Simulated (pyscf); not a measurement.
Structures and frequencies: ωB97X-D3(BJ)/def2-SVP in PySCF. MP2 and CC: frozen core, UHF for open shells. ΔMP2 is the change of the MP2 total energy from the triple- to the quadruple-zeta basis.

SMILES: [SiH3][NH][GeH3]
```xyz
10

Si     0.7579    -0.4958     0.1865
N     -0.5112     0.6493     0.4787
Ge    -1.1133     1.9511    -0.6680
H      0.9274    -0.6077    -1.2909
H      0.4063    -1.8313     0.7580
H      2.0788    -0.1063     0.7751
H     -0.8663     0.7148     1.4287
H     -0.7206     1.5085    -2.0833
H     -0.4828     3.3235    -0.3581
H     -2.6413     2.0671    -0.5316
```
Charge 0, spin multiplicity 1.

How much does it cost (ΔH, 298 K, CCSD(T)/def2-TZVPP + ΔMP2(QZVPP)) to split `[SiH3][NH][GeH3]` at its N–Si bond into SiH₃• + •HN–GeH₃?

N–Si to SiH₃• + •HN–GeH₃: 106.0 kcal/mol. •HN–GeH₃ lies 28.5 kcal/mol over its isomer H₂N–GeH₂• (electronic energy, ωB97M-D3(BJ)/def2-TZVP). The CCSD(T) − MP2 part came from Ansatz, without density fitting, on the same reference. The frozen core leaves the outer d or s,p core shells of the metals and heavy elements correlated in the MP2 and CC values, and def2-TZVPP describes them poorly, which can shift differences by a few kcal/mol. Elements up to Kr have no core potential and no relativistic terms here.
